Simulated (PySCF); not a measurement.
C5H5N.
SMILES with atom numbers: `[CH3:1][C:2]#[C:3][C@@H:4]1[CH:5]=[N:6]1` (hydrogens: H7, H8, H9 on C1; H10 on C4; H11 on C5)

Computed with PBE0-D3(BJ)/def2-SVP geometry optimisation, gas phase (PySCF).

Task: Give the optimised bond lengths and angles.

Result: 
```json
{"bond": "C1–C2", "length (pm)": "145.3", "order": "single"}
{"bond": "C2≡C3", "length (pm)": "121.4", "order": "triple"}
{"bond": "C3–C4", "length (pm)": "143.9", "order": "single"}
{"bond": "C4–C5", "length (pm)": "145.4", "order": "single"}
{"bond": "C5=N6", "length (pm)": "124.8", "order": "double"}
{"bond": "C4–N6", "length (pm)": "153.4", "order": "single"}
{"bond": "C1–H7, C1–H8, C1–H9", "length (pm)": "110.1", "order": "single"}
{"bond": "C4–H10", "length (pm)": "109.8", "order": "single"}
{"bond": "C5–H11", "length (pm)": "109.3", "order": "single"}
```

Bonds in one row agree within 1 pm and their mean is given. Orders are formal, as drawn. A selection of angles:
```json
{"angle": "C2–C1–H7", "degrees": "110.9"}
{"angle": "H7–C1–H8", "degrees": "107.7"}
{"angle": "C1–C2–C3", "degrees": "179.5"}
{"angle": "C2–C3–C4", "degrees": "178.9"}
{"angle": "C3–C4–C5", "degrees": "122.3"}
{"angle": "C3–C4–N6", "degrees": "119.1"}
{"angle": "C3–C4–H10", "degrees": "115.3"}
{"angle": "C5–C4–N6", "degrees": "49.3"}
{"angle": "C5–C4–H10", "degrees": "119.1"}
{"angle": "N6–C4–H10", "degrees": "115.0"}
{"angle": "C4–C5–N6", "degrees": "68.7"}
{"angle": "C4–C5–H11", "degrees": "151.0"}
{"angle": "N6–C5–H11", "degrees": "140.2"}
{"angle": "C4–N6–C5", "degrees": "62.0"}
```

Dihedral angles: C3–C4–C5–N6 -102° (anticlinal); C3–C4–N6–C5 109° (anticlinal).

The C–C distances run from 1.214 Å (C2≡C3, drawn triple) to 1.454 Å (C4–C5, drawn single), a spread of 0.240 Å. The 3-membered ring C4–C5–N6 has internal angles of 49.3° to 68.7°. The C–N distances run from 1.248 Å (C5=N6, drawn double) to 1.534 Å (C4–N6, drawn single), a spread of 0.286 Å.

Point group: C1 (no symmetry element, even within 0.4 Å). Not checked by PBE0-D3(BJ)/def2-SVP frequencies.
